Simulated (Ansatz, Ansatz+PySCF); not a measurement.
```yaml
atoms:
  - { symbol: C, position_ang: [0.0000, -0.3455, -2.7510] }
  - { symbol: C, position_ang: [0.0000, 0.5585, -1.3796] }
  - { symbol: C, position_ang: [0.0000, -0.3380, 0.0000] }
  - { symbol: C, position_ang: [0.0000, 0.5585, 1.3796] }
  - { symbol: C, position_ang: [0.0000, -0.3455, 2.7510] }
  - { symbol: H, position_ang: [0.0000, 0.3345, -3.7262] }
  - { symbol: H, position_ang: [0.9584, -1.0493, -2.8049] }
  - { symbol: H, position_ang: [-0.9584, -1.0493, -2.8049] }
  - { symbol: H, position_ang: [-0.9500, 1.2803, -1.3761] }
  - { symbol: H, position_ang: [0.9500, 1.2803, -1.3761] }
  - { symbol: H, position_ang: [0.9507, -1.0610, 0.0000] }
  - { symbol: H, position_ang: [-0.9507, -1.0610, 0.0000] }
  - { symbol: H, position_ang: [-0.9500, 1.2803, 1.3761] }
  - { symbol: H, position_ang: [0.9500, 1.2803, 1.3761] }
  - { symbol: H, position_ang: [0.0000, 0.3345, 3.7262] }
  - { symbol: H, position_ang: [-0.9584, -1.0493, 2.8049] }
  - { symbol: H, position_ang: [0.9584, -1.0493, 2.8049] }
```

RHF on singlet C5H12 was run in several spherical basis sets with Ansatz (development build ahead of 0.2.0). Caution for RHF: no unrestricted run beside it, a lower state can exist.

Problem. Rank the basis sets by the total energy that they give, lowest first, with the distance from the lowest.
A. 6-31G(d)
B. cc-pVDZ
C. def2-SVP

Solution. B (0.00 eV), A (0.70 eV), C (4.15 eV).

Totals follow the description of the cores as much as that of the bonds, so this order isn't one of quality for chemistry.
